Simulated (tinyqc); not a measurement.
Worked calculation: ROHF in the sto-3g basis, for BH2, spin multiplicity 2. One step of it, computed by the program tinyqc.

Question. Iteration 1: diagonalisation and new density. Diagonalise F' = X^T F X, C = X C', fill 4 alpha and 3 beta electrons from the bottom; D(s) = C_occ C_occ^T. Each column has its largest component positive (the first on a tie).

effective F (hartree), lower triangle:
```
            1B 1s      1B 2s    1B 2px     1B 2py     1B 2pz      2H 1s      3H 1s
1B 1s   -7.239634
1B 2s   -2.144317  -0.994891
1B 2px   0.000000   0.000000  0.315975
1B 2py   0.000000   0.000000  0.000000  -0.251418
1B 2pz  -0.006530  -0.121193  0.000000   0.000000   0.043312
2H 1s   -0.651150  -0.602624  0.000000  -0.363954  -0.165184  -0.429494
3H 1s   -0.651150  -0.602624  0.000000   0.363954  -0.165184  -0.171023  -0.429494
```

X, lower triangle:
```
            1B 1s      1B 2s    1B 2px     1B 2py     1B 2pz      2H 1s     3H 1s
1B 1s    1.031842
1B 2s   -0.169931   1.373792
1B 2px   0.000000   0.000000  1.000000
1B 2py   0.000000   0.000000  0.000000   1.312178
1B 2pz  -0.010323   0.124466  0.000000   0.000000   1.044902
2H 1s    0.026379  -0.402861  0.000000  -0.404052  -0.145841   1.349753
3H 1s    0.026379  -0.402861  0.000000   0.404052  -0.145841  -0.054365  1.349753
```

Give: F' = X^T F X; orbital energies; coefficients C; D(alpha) after iteration 1; D(beta) after iteration 1.

Answer.

F' = X^T F X (hartree), lower triangle:
```
         1        2       3        4        5        6       7
1  -7.0458
2  -1.1652  -0.1321
3   0.0000   0.0000  0.3160
4   0.0000   0.0000  0.0000   0.2546
5  -0.0093   0.0626  0.0000   0.0000   0.1202
6  -0.1095  -0.4556  0.0000  -0.5095  -0.1891   0.1260
7  -0.1095  -0.4556  0.0000   0.5095  -0.1891  -0.1083  0.1260
```

orbital energies (hartree): MO1 -7.2461, MO2 -0.5996, MO3 -0.4762, MO4 0.0635, MO5 0.3160, MO6 0.7423, MO7 0.9650

coefficients C:
```
            MO1      MO2      MO3      MO4     MO5      MO6      MO7
1B 1s    0.9904  -0.2215   0.0000   0.1262  0.0000  -0.2217   0.0000
1B 2s    0.0385   0.5143   0.0000  -0.5014  0.0000   1.3186   0.0000
1B 2px   0.0000   0.0000   0.0000   0.0000  1.0000   0.0000   0.0000
1B 2py   0.0000   0.0000   0.5144   0.0000  0.0000   0.0000   1.3356
1B 2pz   0.0042   0.1532   0.0000   0.8799  0.0000   0.5934   0.0000
2H 1s   -0.0078   0.3730   0.4233   0.1189  0.0000  -0.9327  -0.9848
3H 1s   -0.0078   0.3730  -0.4233   0.1189  0.0000  -0.9327   0.9848
```

D(alpha) after iteration 1, lower triangle:
```
          1B 1s    1B 2s  1B 2px   1B 2py  1B 2pz    2H 1s   3H 1s
1B 1s    1.0459
1B 2s   -0.1390   0.5174
1B 2px   0.0000   0.0000  0.0000
1B 2py   0.0000   0.0000  0.0000   0.2646
1B 2pz   0.0813  -0.3622  0.0000   0.0000  0.7978
2H 1s   -0.0754   0.1319  0.0000   0.2177  0.1618   0.3326
3H 1s   -0.0754   0.1319  0.0000  -0.2177  0.1618  -0.0258  0.3326
```

D(beta) after iteration 1, lower triangle:
```
          1B 1s   1B 2s  1B 2px   1B 2py  1B 2pz    2H 1s   3H 1s
1B 1s    1.0300
1B 2s   -0.0758  0.2660
1B 2px   0.0000  0.0000  0.0000
1B 2py   0.0000  0.0000  0.0000   0.2646
1B 2pz  -0.0298  0.0790  0.0000   0.0000  0.0235
2H 1s   -0.0904  0.1916  0.0000   0.2177  0.0571   0.3184
3H 1s   -0.0904  0.1916  0.0000  -0.2177  0.0571  -0.0400  0.3184
```
